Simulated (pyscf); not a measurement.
HN=SiH–Cl + hydrogen (H₂) → H₂N–SiH₂–Cl (addition across a multiple bond or ene-type step; singlet surface; H–H broken, H–N, H–Si formed). PySCF, gas phase, ωB97X-D3(BJ)/def2-SVP geometries. Energies in eV from the separated reactants.

```tsv
level	barrier	reaction energy
ωB97X-D3(BJ)/def2-TZVP	0.98	-2.64
PBE/def2-TZVP	[?]	[?]
B3LYP-D3(BJ)/def2-TZVP	1.03	-2.44
PBE0-D3(BJ)/def2-TZVP	[?]	-2.63
M06-2X/def2-TZVP	0.97	-2.58
HF/def2-TZVP	1.31	-2.90
```

**Question.** Complete the blanks.

**Answer.** 
- PBE/def2-TZVP, barrier: 0.87
- PBE/def2-TZVP, reaction energy: -2.32
- PBE0-D3(BJ)/def2-TZVP, barrier: 0.82

The functionals in the table span 0.20 eV in this barrier, from PBE0-D3(BJ) to B3LYP-D3(BJ). At the saddle there is also a short H–Si contact that neither side keeps. HN=SiH–Cl lies 1.14 eV over its isomer H₂N–Si:–Cl [singlet] (electronic energy, ωB97M-D3(BJ)/def2-TZVP). One saddle was located; it need not be the lowest between these sides.
